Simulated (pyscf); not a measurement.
1,1-elimination: H₃Si–SH (SMILES [SiH3]S) → :HSi–SH (SMILES [SiH]S) [singlet] + H₂ (SMILES [H][H])

Gas phase, singlet surface, charge 0. Bonds broken: Si2–H4, Si2–H5. Bonds formed: H4–H5. Structures and frequencies: ωB97X-D3(BJ)/def2-SVP in PySCF.

Transition state (Å):

```xyz
6

S      0.4463     1.9028    -0.0149
Si     0.9543    -0.1581    -0.3051
H     -0.5966     1.7549     0.8246
H     -0.5964    -0.6759    -0.5894
H      0.1420    -0.8347    -1.4165
H      0.8308    -0.9794     0.9295
```

One imaginary mode, 1258i cm⁻¹; descent along it reached the two sides named.

```csv
bond,change,reactant side (Å),saddle,product side
Si2–H4,breaks,1.490,1.659,2.8
Si2–H5,breaks,1.487,1.534,2.7
H4–H5,forms,2.437,1.120,0.762
```

Electronic energies relative to the reactant's lowest minimum found (kJ/mol):

```tsv
level	barrier	reaction energy	reverse barrier
ωB97X-D3(BJ)/def2-TZVP	271.1	+193.3	77.8
PBE/def2-TZVP	223.0	+166.6	56.4
r²SCAN/def2-TZVP	241.3	+186.4	54.8
B3LYP-D3(BJ)/def2-TZVP	253.0	+172.8	80.2
PBE0-D3(BJ)/def2-TZVP	245.2	+186.7	58.5
M06-2X/def2-TZVP	258.7	+171.4	87.3
ωB97M-D3(BJ)/def2-TZVP	256.6	+175.3	81.3
HF/def2-TZVP	329.4	+196.4	133.0
```

With ωB97M-D3(BJ)/def2-TZVP energies and thermal terms (ideal gas, 1 atm, RRHO with modes under 100 cm⁻¹ raised to 100, one conformer, R ln 2 for chiral ones without a mode under 150 cm⁻¹), in kJ/mol:

```json
[
 {"T (K)": "298", "ΔH‡": "246.3", "ΔG‡": "245.7", "ΔH": "+163.0", "ΔG": "+128.7"},
 {"T (K)": "600", "ΔH‡": "245.4", "ΔG‡": "245.4", "ΔH": "+165.2", "ΔG": "+92.8"},
 {"T (K)": "900", "ΔH‡": "244.1", "ΔG‡": "245.7", "ΔH": "+164.6", "ΔG": "+56.7"},
 {"T (K)": "1200", "ΔH‡": "242.6", "ΔG‡": "246.4", "ΔH": "+162.3", "ΔG": "+21.0"}
]
```

The same reactants have a lower exit, to H₂Si=S + H₂ (barrier +227.4 kJ/mol at ωB97M-D3(BJ)/def2-TZVP, against +256.6 kJ/mol here). :HSi–SH [singlet] lies 38.7 kJ/mol over its isomer H₂Si=S (electronic energy, ωB97M-D3(BJ)/def2-TZVP). One saddle was located; it need not be the lowest between these sides.
